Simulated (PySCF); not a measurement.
**CCSD(T)/STO-3G run of CH4Si (SMILES C=[SiH2])**

What is the vertical singlet–triplet gap of CH4Si at CCSD(T)/STO-3G? The job is set up through a Python script.

Program for the calculation: PySCF 2.14.0.

5 further runs of the same task are left out: 5 set aside as unsound or not needed.

## Step 1: Starting point

The species is CH4Si (6 atoms), meant as a singlet with charge 0. SMILES: `C=[SiH2]`. The coordinates come from a GFN2-xTB relaxation.

Bond lengths: C1–Si2 1.748 Å, C1–H3 1.077 Å, C1–H4 1.077 Å, Si2–H5 1.458 Å, Si2–H6 1.458 Å. Angles: C1–Si2–H5 124.5°, C1–Si2–H6 124.6°, Si2–C1–H3 122.4°, Si2–C1–H4 122.5°, H5–Si2–H6 110.9°, H3–C1–H4 115.0°.

## Step 2: A single-point energy at CCSD(T)/STO-3G

Contents of geometry.xyz:

```xyz
6
CH4Si
C     -0.738690    -0.547160    -0.265100
Si     0.611270     0.451760     0.218260
H     -1.408510    -0.996610     0.448130
H     -0.962920    -0.758160    -1.296740
H      0.952980     0.765970     1.600750
H      1.545870     1.084200    -0.705300
```

Contents of input.py:

```python
from pyscf import gto, scf, cc

mol = gto.Mole()
mol.atom = 'geometry.xyz'
mol.spin = 0
mol.basis = 'sto-3g'
mol.max_memory = 1860
mol.verbose = 4
mol.build()

mf = scf.RHF(mol)
mf.conv_tol = 1e-10
mf.kernel()
if not mf.converged:
    mf = mf.newton().run(mf.mo_coeff, mf.mo_occ)

mycc = cc.CCSD(mf, frozen=6)
mycc.kernel()
e_t = mycc.ccsd_t()
energy = mycc.e_tot + e_t
print('E = %.10f Eh' % energy)
```

Launch:

```
OMP_NUM_THREADS=1 python input.py
```

The log of the run:

```text
PySCF version 2.14.0

[INPUT] num. atoms = 6
[INPUT] num. electrons = 24
[INPUT] charge = 0
[INPUT] spin (= nelec alpha-beta = 2S) = 0
[INPUT] symmetry False subgroup None
[INPUT] Mole.unit = angstrom
[INPUT] Symbol           X                Y                Z      unit          X                Y                Z       unit  Magmom
[INPUT]  1 C     -0.738690000000  -0.547160000000  -0.265100000000 AA   -1.395921790955  -1.033982546317  -0.500966395622 Bohr   0.0
[INPUT]  2 Si     0.611270000000   0.451760000000   0.218260000000 AA    1.155132888163   0.853702674034   0.412451623948 Bohr   0.0
[INPUT]  3 H     -1.408510000000  -0.996610000000   0.448130000000 AA   -2.661698143711  -1.883319953003   0.846842968201 Bohr   0.0
[INPUT]  4 H     -0.962920000000  -0.758160000000  -1.296740000000 AA   -1.819655079866  -1.432714758600  -2.450483454768 Bohr   0.0
[INPUT]  5 H      0.952980000000   0.765970000000   1.600750000000 AA    1.800871202188   1.447473519633   3.024979093898 Bohr   0.0
[INPUT]  6 H      1.545870000000   1.084200000000  -0.705300000000 AA    2.921270924181   2.048841064253  -1.332823835656 Bohr   0.0

nuclear repulsion = 50.7894673064898
number of shells = 12
number of NR pGTOs = 54
number of NR cGTOs = 18
basis = sto-3g
ecp = {}

******** <class 'pyscf.scf.hf.RHF'> ********
method = RHF
initial guess = minao
damping factor = 0
level_shift factor = 0
DIIS = <class 'pyscf.scf.diis.CDIIS'>
diis_start_cycle = 1
diis_space = 8
diis_damp = 0
SCF conv_tol = 1e-10
SCF conv_tol_grad = None
SCF max_cycles = 50
direct_scf = True
direct_scf_tol = 1e-13
Set gradient conv threshold to 1e-05
Initial guess from minao.
init E= -324.964457930456
  HOMO = -0.134539954444881  LUMO = 0.138366995252622  gap/eV = 7.42618
cycle= 1 E= -325.186380669042  delta_E= -0.222  |g|= 0.262  |ddm|= 2.77
  HOMO = -0.163815747118054  LUMO = 0.283840426585723  gap/eV = 12.18134
cycle= 2 E= -325.204668393021  delta_E= -0.0183  |g|= 0.164  |ddm|= 0.607
  HOMO = -0.202014846394908  LUMO = 0.265829871155616  gap/eV = 12.73070
cycle= 3 E= -325.213783985051  delta_E= -0.00912  |g|= 0.0202  |ddm|= 0.24
  HOMO = -0.203548641208961  LUMO = 0.266029915292901  gap/eV = 12.77788
cycle= 4 E= -325.214044916551  delta_E= -0.000261  |g|= 0.00419  |ddm|= 0.0517
  HOMO = -0.202052747956408  LUMO = 0.266941692345607  gap/eV = 12.76199
cycle= 5 E= -325.214058103644  delta_E= -1.32e-05  |g|= 0.00201  |ddm|= 0.0102
  HOMO = -0.202121960087105  LUMO = 0.266964609839719  gap/eV = 12.76450
cycle= 6 E= -325.214062123606  delta_E= -4.02e-06  |g|= 0.000217  |ddm|= 0.00871
  HOMO = -0.202149264532783  LUMO = 0.26696691107368  gap/eV = 12.76530
cycle= 7 E= -325.21406216632  delta_E= -4.27e-08  |g|= 1.36e-05  |ddm|= 0.000942
  HOMO = -0.202142789320927  LUMO = 0.266966904736681  gap/eV = 12.76512
cycle= 8 E= -325.214062166405  delta_E= -8.48e-11  |g|= 1.04e-06  |ddm|= 2.77e-05
  HOMO = -0.202143210122327  LUMO = 0.266967074731432  gap/eV = 12.76514
Extra cycle  E= -325.214062166406  delta_E= -7.96e-13  |g|= 3.05e-07  |ddm|= 1.95e-06
converged SCF energy = -325.214062166406

******** <class 'pyscf.cc.ccsd.CCSD'> ********
CC2 = 0
CCSD nocc = 6, nmo = 12
frozen orbitals 6
max_cycle = 50
direct = 0
conv_tol = 1e-07
conv_tol_normt = 1e-05
diis_space = 6
diis_start_cycle = 0
diis_start_energy_diff = 1e+09
Init t2, MP2 energy = -325.336470664763  E_corr(MP2) -0.122408498357564
Init E_corr(CCSD) = -0.122408498357624
cycle = 1  E_corr(CCSD) = -0.143764150815627  dE = -0.0213556525  norm(t1,t2) = 0.0723641
cycle = 2  E_corr(CCSD) = -0.153328737999394  dE = -0.00956458718  norm(t1,t2) = 0.0364906
cycle = 3  E_corr(CCSD) = -0.162282022503383  dE = -0.0089532845  norm(t1,t2) = 0.020592
cycle = 4  E_corr(CCSD) = -0.16243943699707  dE = -0.000157414494  norm(t1,t2) = 0.00385395
cycle = 5  E_corr(CCSD) = -0.162268661759067  dE = 0.000170775238  norm(t1,t2) = 0.000988402
cycle = 6  E_corr(CCSD) = -0.16227431188848  dE = -5.65012941e-06  norm(t1,t2) = 0.000168008
cycle = 7  E_corr(CCSD) = -0.162270311967246  dE = 3.99992123e-06  norm(t1,t2) = 4.60209e-05
cycle = 8  E_corr(CCSD) = -0.16226964776997  dE = 6.64197276e-07  norm(t1,t2) = 1.31458e-05
cycle = 9  E_corr(CCSD) = -0.162269360906383  dE = 2.86863588e-07  norm(t1,t2) = 3.28595e-06
cycle = 10  E_corr(CCSD) = -0.16226943853593  dE = -7.76295475e-08  norm(t1,t2) = 9.98973e-07
CCSD converged
E(CCSD) = -325.3763316049418  E_corr = -0.1622694385359302
CCSD(T) correction = -0.00165612819661053
E = -325.3779877331 Eh
```

It took 0.54 s on 1 thread of Arm Neoverse V2, shared host; peak memory 0.1 GiB.

## Step 3: The triplet

Contents of run.py:

```python
from pyscf import gto, scf, cc

mol = gto.Mole()
mol.atom = [
    ('C', (-0.738690, -0.547160, -0.265100)),
    ('Si', (0.611270, 0.451760, 0.218260)),
    ('H', (-1.408510, -0.996610, 0.448130)),
    ('H', (-0.962920, -0.758160, -1.296740)),
    ('H', (0.952980, 0.765970, 1.600750)),
    ('H', (1.545870, 1.084200, -0.705300)),
]
mol.max_memory = 1860
mol.spin = 2
mol.basis = 'sto-3g'
mol.verbose = 4
mol.build()

mf = scf.UHF(mol)
mf.conv_tol = 1e-10
mf.kernel()
if not mf.converged:
    mf = mf.newton().run(mf.mo_coeff, mf.mo_occ)

mycc = cc.CCSD(mf, frozen=6)
mycc.kernel()
e_t = mycc.ccsd_t()
etot = mycc.e_tot + e_t
print('E(%s) = %.9f' % ('CCSD(T)', etot))
```

Launch:

```
OMP_NUM_THREADS=1 python run.py
```

The log of the run:

```text
PySCF version 2.14.0

[INPUT] num. atoms = 6
[INPUT] num. electrons = 24
[INPUT] charge = 0
[INPUT] spin (= nelec alpha-beta = 2S) = 2
[INPUT] symmetry False subgroup None
[INPUT] Mole.unit = angstrom
[INPUT] Symbol           X                Y                Z      unit          X                Y                Z       unit  Magmom
[INPUT]  1 C     -0.738690000000  -0.547160000000  -0.265100000000 AA   -1.395921790955  -1.033982546317  -0.500966395622 Bohr   0.0
[INPUT]  2 Si     0.611270000000   0.451760000000   0.218260000000 AA    1.155132888163   0.853702674034   0.412451623948 Bohr   0.0
[INPUT]  3 H     -1.408510000000  -0.996610000000   0.448130000000 AA   -2.661698143711  -1.883319953003   0.846842968201 Bohr   0.0
[INPUT]  4 H     -0.962920000000  -0.758160000000  -1.296740000000 AA   -1.819655079866  -1.432714758600  -2.450483454768 Bohr   0.0
[INPUT]  5 H      0.952980000000   0.765970000000   1.600750000000 AA    1.800871202188   1.447473519633   3.024979093898 Bohr   0.0
[INPUT]  6 H      1.545870000000   1.084200000000  -0.705300000000 AA    2.921270924181   2.048841064253  -1.332823835656 Bohr   0.0

nuclear repulsion = 50.7894673064898
number of shells = 12
number of NR pGTOs = 54
number of NR cGTOs = 18
basis = sto-3g
ecp = {}

******** <class 'pyscf.scf.uhf.UHF'> ********
method = UHF
initial guess = minao
damping factor = 0
level_shift factor = 0
DIIS = <class 'pyscf.scf.diis.CDIIS'>
diis_start_cycle = 1
diis_space = 8
diis_damp = 0
SCF conv_tol = 1e-10
SCF conv_tol_grad = None
SCF max_cycles = 50
direct_scf = True
direct_scf_tol = 1e-13
number electrons alpha = 13  beta = 11
Set gradient conv threshold to 1e-05
init E= -324.964457930456
[... the frontier-level lines of each cycle are left out ...]


cycle= 1 E= -325.154944968103  delta_E= -0.19  |g|= 0.117  |ddm|= 2.15
cycle= 2 E= -325.168639660645  delta_E= -0.0137  |g|= 0.0388  |ddm|= 0.214
cycle= 3 E= -325.170778266625  delta_E= -0.00214  |g|= 0.0157  |ddm|= 0.0906
cycle= 4 E= -325.171257811573  delta_E= -0.00048  |g|= 0.00714  |ddm|= 0.0446
cycle= 5 E= -325.171385360773  delta_E= -0.000128  |g|= 0.000888  |ddm|= 0.0345
cycle= 6 E= -325.171387028879  delta_E= -1.67e-06  |g|= 0.000392  |ddm|= 0.00319
cycle= 7 E= -325.171387375441  delta_E= -3.47e-07  |g|= 0.000136  |ddm|= 0.00149
cycle= 8 E= -325.171387419237  delta_E= -4.38e-08  |g|= 2.03e-05  |ddm|= 0.000664
cycle= 9 E= -325.171387419968  delta_E= -7.32e-10  |g|= 8.08e-06  |ddm|= 6.11e-05
cycle= 10 E= -325.171387420111  delta_E= -1.43e-10  |g|= 1.45e-06  |ddm|= 3.44e-05
cycle= 11 E= -325.171387420116  delta_E= -4.15e-12  |g|= 2.41e-07  |ddm|= 5.96e-06
Extra cycle  E= -325.171387420115  delta_E= 2.27e-13  |g|= 1.07e-07  |ddm|= 4.39e-07
converged SCF energy = -325.171387420115  <S^2> = 2.0279055  2S+1 = 3.0185463

******** <class 'pyscf.cc.uccsd.UCCSD'> ********
CC2 = 0
CCSD nocc = (np.int64(7), np.int64(5)), nmo = (12, 12)
frozen orbitals 6
max_cycle = 50
direct = 0
conv_tol = 1e-07
conv_tol_normt = 1e-06
diis_space = 6
diis_start_cycle = 0
diis_start_energy_diff = 1e+09
Init t2, MP2 energy = -0.0635146285633284
Init E_corr(UCCSD) = -0.0635146285633388
cycle = 1  E_corr(UCCSD) = -0.0832451362123246  dE = -0.0197305076  norm(t1,t2) = 0.0605226
cycle = 2  E_corr(UCCSD) = -0.0905233102348869  dE = -0.00727817402  norm(t1,t2) = 0.028672
cycle = 3  E_corr(UCCSD) = -0.0966249032430478  dE = -0.00610159301  norm(t1,t2) = 0.0162589
cycle = 4  E_corr(UCCSD) = -0.0968946805146299  dE = -0.000269777272  norm(t1,t2) = 0.00522137
cycle = 5  E_corr(UCCSD) = -0.0969677919741761  dE = -7.31114595e-05  norm(t1,t2) = 0.000758821
cycle = 6  E_corr(UCCSD) = -0.0969675395302929  dE = 2.52443883e-07  norm(t1,t2) = 0.000276468
cycle = 7  E_corr(UCCSD) = -0.0969638630791161  dE = 3.67645118e-06  norm(t1,t2) = 0.000111138
cycle = 8  E_corr(UCCSD) = -0.0969659240923822  dE = -2.06101327e-06  norm(t1,t2) = 3.27343e-05
cycle = 9  E_corr(UCCSD) = -0.0969669445867522  dE = -1.02049437e-06  norm(t1,t2) = 1.45403e-05
cycle = 10  E_corr(UCCSD) = -0.0969663556818083  dE = 5.88904944e-07  norm(t1,t2) = 4.11927e-06
cycle = 11  E_corr(UCCSD) = -0.09696610865461  dE = 2.47027198e-07  norm(t1,t2) = 1.86263e-06
cycle = 12  E_corr(UCCSD) = -0.0969660934682862  dE = 1.51863238e-08  norm(t1,t2) = 9.9619e-07
UCCSD converged
E(UCCSD) = -325.2683535135836  E_corr = -0.0969660934682862
UCCSD(T) correction = -0.000598507926999673
E(CCSD(T)) = -325.268952022
```

Wall time 0.6 s (1 thread of Arm Neoverse V2, shared host); peak memory 0.1 GiB.

## Step 4: Results

At CCSD(T)/STO-3G, 6 core orbitals frozen:

| quantity | value |
| --- | --- |
| singlet: total energy | -325.37799 Eh |
| singlet: dipole moment (Hartree–Fock density) | 1.13 D |
| singlet: HOMO energy (Hartree–Fock orbitals) | -5.50 eV |
| singlet: LUMO energy (Hartree–Fock orbitals) | 7.26 eV |
| singlet: HOMO–LUMO gap (Hartree–Fock orbitals) | 12.77 eV |
| singlet: correlation energy (6 core orbitals frozen) | -163.9 mEh |
| singlet: (T) correction | -1.66 mEh |
| singlet: T1 diagnostic | 0.018 |
| triplet: total energy | -325.26895 Eh |
| triplet: dipole moment (Hartree–Fock density) | 0.33 D |
| triplet: HOMO energy (Hartree–Fock orbitals) (highest over α and β) | -3.64 eV |
| triplet: LUMO energy (Hartree–Fock orbitals) (lowest over α and β) | 6.20 eV |
| triplet: correlation energy (6 core orbitals frozen) | -97.6 mEh |
| triplet: (T) correction | -0.60 mEh |
| triplet: ⟨S²⟩ of the reference determinant | 2.028 |
| triplet: T1 diagnostic | 0.006 |
| vertical energy of the triplet above the singlet | 2.967 eV |

At this shape the triplet lies 2.97 eV (286 kJ/mol) above the singlet. In a minimal basis such a difference can be off by several eV, whatever the method. The triples (singlet) make up 1.0 % of the correlation energy. Mulliken charges (triplet) of the mean-field density run from -0.31 on C1 to +0.49 on Si2. The triples (triplet) make up 0.6 % of the correlation energy.
